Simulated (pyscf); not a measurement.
Optimised with ωB97X-D3(BJ)/def2-SVP in PySCF.

SMILES: ClC[SiH](Cl)Cl
```xyz
8

Cl     1.5740    -1.3498     0.7993
C     -0.1609    -1.1485     0.4208
Si    -0.5398     0.6839     0.3962
Cl    -2.5636     0.8922     0.0927
Cl     0.4679     1.5503    -1.1618
H     -0.3693    -1.6129    -0.5538
H     -0.7532    -1.6677     1.1888
H     -0.1622     1.3497     1.6585
```

Problem. How much does it cost (ΔH, 298 K, ωB97M-D3(BJ)/def2-TZVP) to split Cl–CH₂–SiH(Cl)–Cl at its Cl–Si bond into Cl–CH₂–SiH•–Cl + Cl•?

Solution. Cl–Si to Cl–CH₂–SiH•–Cl + Cl•: 476.0 kJ/mol. The 7 functionals that were run give +451.9 (B3LYP-D3(BJ)) to +480.4 kJ/mol (ωB97X-D3(BJ)). Cl–CH₂–SiH(Cl)–Cl lies 183.7 kJ/mol over its isomer H₃C–Si(Cl)(Cl)–Cl, and others may lie lower still (electronic energy, ωB97M-D3(BJ)). Cl–CH₂–SiH•–Cl lies 185.5 kJ/mol over its isomer H₃C–Si•(Cl)–Cl, and others may lie lower still (electronic energy, ωB97M-D3(BJ)). Left out: the spin-orbit lowering of Cl.
